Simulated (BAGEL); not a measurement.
# SiH3O2 (SMILES [O][SiH2]O): ROHF/6-31G(d) (density fitting with qzvpp-jkfit, spherical functions)

Aim: the vertical doublet–quartet gap of SiH3O2 at ROHF/6-31G* (density fitting with qzvpp-jkfit, spherical functions), from 2 runs. 

Program for the calculation: BAGEL 1.2.2.

1 further run of the same task is left out (set aside as unsound or not needed). Runs told in other sessions of the task aren't counted.

## (1) The system as given

The species is SiH3O2 (6 atoms), meant as a doublet with charge 0. As SMILES, `[O][SiH2]O`. Geometry: relaxed at PBE0-D4/def2-TZVP. This is one conformer, not always the lowest.

Bond lengths: O1–Si2 1.647 Å, Si2–O3 1.632 Å, Si2–H4 1.494 Å, Si2–H5 1.479 Å, O3–H6 0.959 Å. Angles: O1–Si2–O3 117.2°, O1–Si2–H4 98.3°, O1–Si2–H5 110.2°, O3–Si2–H4 112.7°, O3–Si2–H5 105.0°, Si2–O3–H6 119.0°, H4–Si2–H5 113.8°.

## (2) A single-point energy at ROHF/6-31G(d) (density fitting with qzvpp-jkfit, spherical functions)

input.json

```json
{ "bagel" : [

{
  "title" : "molecule",
  "basis" : "6-31gs.json",
  "df_basis" : "qzvpp-jkfit",
  "angstrom" : true,
  "geometry" : [
    { "atom" : "O", "xyz" : [   -1.671900,   -0.490300,    0.111200 ] },
    { "atom" : "Si", "xyz" : [   -0.205500,    0.160400,   -0.263400 ] },
    { "atom" : "O", "xyz" : [    0.949700,    0.110200,    0.888500 ] },
    { "atom" : "H", "xyz" : [    0.117000,   -0.700300,   -1.441700 ] },
    { "atom" : "H", "xyz" : [   -0.353500,    1.594200,   -0.594000 ] },
    { "atom" : "H", "xyz" : [    1.206400,   -0.738300,    1.253100 ] }
  ]
},
{
  "title" : "rohf",
  "nopen" : 1
},
{
  "title" : "print",
  "file" : "orbitals.molden",
  "orbitals" : true
}

]}
```

The basis set 6-31G* is read from a file made from the Basis Set Exchange's data (not shown).

On the command line:

```console
BAGEL_NUM_THREADS=1 BAGEL input.json > input.out
```

Output:

```text
* using 1 threads per process

  ===============================================================
  ===============================================================

  *** Geometry ***

  { "atom" : "O", "xyz" : [     -3.159433,     -0.926533,      0.210138 ] },
  { "atom" : "Si", "xyz" : [     -0.388339,      0.303112,     -0.497754 ] },
  { "atom" : "O", "xyz" : [      1.794673,      0.208248,      1.679022 ] },
  { "atom" : "H", "xyz" : [      0.221098,     -1.323375,     -2.724418 ] },
  { "atom" : "H", "xyz" : [     -0.668018,      3.012601,     -1.122497 ] },
  { "atom" : "H", "xyz" : [      2.279766,     -1.395185,      2.368016 ] },

  Number of auxiliary basis functions:      336

  Since a DF basis is specified, we compute 2- and 3-index integrals:
    o Being stored without compression. Storage requirement is 0.007 GB

  Number of basis functions:       52
  Number of electrons      :       33

    * METHOD: MOLECULE                             0.08

  *** Open-shell HF ***

  === Nuclear Repulsion ===
   110.7352561262

      * DIIS with orbital gradients will be used.

  === ROHF iteration (6-31gs.json) ===
      0       -439.84738858          0.08297444           0.03
      1       -439.90986983          0.08553827           0.04
      2       -439.99717823          0.07428012           0.04
      3       -440.37209043          0.01058927           0.03
      4       -440.39509332          0.00610780           0.04
      5       -440.40348826          0.00230020           0.04
      6       -440.40493374          0.00062831           0.03
      7       -440.40522494          0.00032687           0.04
      8       -440.40522681          0.00025759           0.04
      9       -440.40528001          0.00019913           0.03
     10       -440.40532283          0.00014422           0.04
     11       -440.40535923          0.00010486           0.03
     12       -440.40537089          0.00009689           0.03
     13       -440.40537943          0.00009351           0.04
     14       -440.40538876          0.00009039           0.03
     15       -440.40541438          0.00008063           0.03
     16       -440.40545493          0.00005374           0.04
     17       -440.40548567          0.00004865           0.03
     18       -440.40548981          0.00004190           0.03
     19       -440.40549235          0.00003512           0.04
     20       -440.40549508          0.00003347           0.03
     21       -440.40549716          0.00002054           0.03
     22       -440.40549777          0.00001622           0.03
     23       -440.40549801          0.00001255           0.03
     24       -440.40549816          0.00000628           0.03
     25       -440.40549813          0.00000656           0.04
     26       -440.40549815          0.00000487           0.03
     27       -440.40549813          0.00000131           0.03
     28       -440.40549823          0.00000123           0.04
     29       -440.40549825          0.00000035           0.03
     30       -440.40549824          0.00000023           0.04
     31       -440.40549824          0.00000012           0.04
     32       -440.40549825          0.00000010           0.03
     33       -440.40549825          0.00000008           0.04
     34       -440.40549825          0.00000006           0.04
     35       -440.40549825          0.00000004           0.03
     36       -440.40549825          0.00000002           0.04
     37       -440.40549825          0.00000002           0.04
     38       -440.40549825          0.00000001           0.03
    * SCF iteration converged.

    * S^2 (ROHF) is 0.7500

    * Permanent dipole moment:
           (   -0.485796,     0.340098,     0.005446) a.u.

    * METHOD: ROHF                                 1.40

    * METHOD: PRINT                                0.01

  ===============================================================
```

Run time: 1.6 s. Hardware: 1 thread of Arm Neoverse V2, shared host.

## (3) The quartet

job.json

```json
{ "bagel": [

{
  "title": "molecule",
  "basis": "6-31gs.json",
  "df_basis": "qzvpp-jkfit",
  "angstrom": true,
  "geometry": [
    { "atom": "O", "xyz": [      -1.671900,      -0.490300,       0.111200 ] },
    { "atom": "Si", "xyz": [      -0.205500,       0.160400,      -0.263400 ] },
    { "atom": "O", "xyz": [       0.949700,       0.110200,       0.888500 ] },
    { "atom": "H", "xyz": [       0.117000,      -0.700300,      -1.441700 ] },
    { "atom": "H", "xyz": [      -0.353500,       1.594200,      -0.594000 ] },
    { "atom": "H", "xyz": [       1.206400,      -0.738300,       1.253100 ] }
  ]
},

{
  "title": "rohf",
  "nopen": 3
},

{
  "title": "print",
  "file": "orbitals.molden",
  "orbitals": true
}

]}
```

The basis set 6-31G* is read from a file made from the Basis Set Exchange's data (not shown).

On the command line:

```console
BAGEL_NUM_THREADS=1 BAGEL job.json > job.out
```

Output:

```text
* using 1 threads per process

  ===============================================================
  ===============================================================

  *** Geometry ***

  { "atom" : "O", "xyz" : [     -3.159433,     -0.926533,      0.210138 ] },
  { "atom" : "Si", "xyz" : [     -0.388339,      0.303112,     -0.497754 ] },
  { "atom" : "O", "xyz" : [      1.794673,      0.208248,      1.679022 ] },
  { "atom" : "H", "xyz" : [      0.221098,     -1.323375,     -2.724418 ] },
  { "atom" : "H", "xyz" : [     -0.668018,      3.012601,     -1.122497 ] },
  { "atom" : "H", "xyz" : [      2.279766,     -1.395185,      2.368016 ] },

  Number of auxiliary basis functions:      336

  Since a DF basis is specified, we compute 2- and 3-index integrals:
    o Being stored without compression. Storage requirement is 0.007 GB

  Number of basis functions:       52
  Number of electrons      :       33

    * METHOD: MOLECULE                             0.08

  *** Open-shell HF ***

  === Nuclear Repulsion ===
   110.7352561262

      * DIIS with orbital gradients will be used.

  === ROHF iteration (6-31gs.json) ===
      0       -439.57799165          0.07320877           0.04
      1       -439.67497824          0.07028466           0.03
      2       -439.72061831          0.06520847           0.03
      3       -440.01575640          0.01057077           0.03
      4       -440.03149853          0.00636025           0.03
      5       -440.04591994          0.00381303           0.03
      6       -440.05600342          0.00307656           0.03
      7       -440.06162927          0.00305881           0.03
      8       -440.06573808          0.00292290           0.03
      9       -440.06920512          0.00295389           0.04
     10       -440.07390530          0.00273776           0.04
     11       -440.08346078          0.00283852           0.03
     12       -440.08557650          0.00179733           0.03
     13       -440.08726706          0.00112600           0.04
     14       -440.09009126          0.00081892           0.03
     15       -440.09141667          0.00062267           0.04
     16       -440.09250349          0.00044500           0.03
     17       -440.09268521          0.00034948           0.03
     18       -440.09272586          0.00018712           0.03
     19       -440.09277124          0.00011235           0.04
     20       -440.09281154          0.00006636           0.03
     21       -440.09282145          0.00004182           0.03
     22       -440.09281670          0.00003213           0.03
     23       -440.09281453          0.00002632           0.03
     24       -440.09281337          0.00001871           0.04
     25       -440.09281555          0.00001410           0.03
     26       -440.09281632          0.00000958           0.03
     27       -440.09281716          0.00000591           0.04
     28       -440.09281700          0.00000371           0.04
     29       -440.09281698          0.00000254           0.03
     30       -440.09281672          0.00000174           0.03
     31       -440.09281667          0.00000123           0.03
     32       -440.09281655          0.00000080           0.03
     33       -440.09281654          0.00000054           0.04
     34       -440.09281652          0.00000042           0.04
     35       -440.09281654          0.00000035           0.03
     36       -440.09281655          0.00000029           0.03
     37       -440.09281655          0.00000017           0.03
     38       -440.09281656          0.00000010           0.03
     39       -440.09281656          0.00000006           0.03
     40       -440.09281657          0.00000003           0.04
     41       -440.09281656          0.00000002           0.03
     42       -440.09281656          0.00000001           0.04
     43       -440.09281656          0.00000001           0.04
     44       -440.09281656          0.00000001           0.03
    * SCF iteration converged.

    * S^2 (ROHF) is 3.7500

    * Permanent dipole moment:
           (    1.032665,     0.554126,     0.472423) a.u.

    * METHOD: ROHF                                 1.56

    * METHOD: PRINT                                0.01

  ===============================================================
```

Run time: 1.8 s. Hardware: 1 thread of Arm Neoverse V2, shared host.

## (4) Results

Level: ROHF/6-31G* (density fitting with qzvpp-jkfit, spherical functions).

```
                                        quantity          value
                           doublet: total energy  -440.40550 Eh
                          doublet: dipole moment         1.51 D
                                   doublet: ⟨S²⟩          0.750
                           quartet: total energy  -440.09282 Eh
                          quartet: dipole moment         3.21 D
                                   quartet: ⟨S²⟩          3.750
vertical energy of the quartet above the doublet       8.509 eV
```

What this shows: At this shape the quartet lies 8.51 eV (196 kcal/mol) above the doublet.
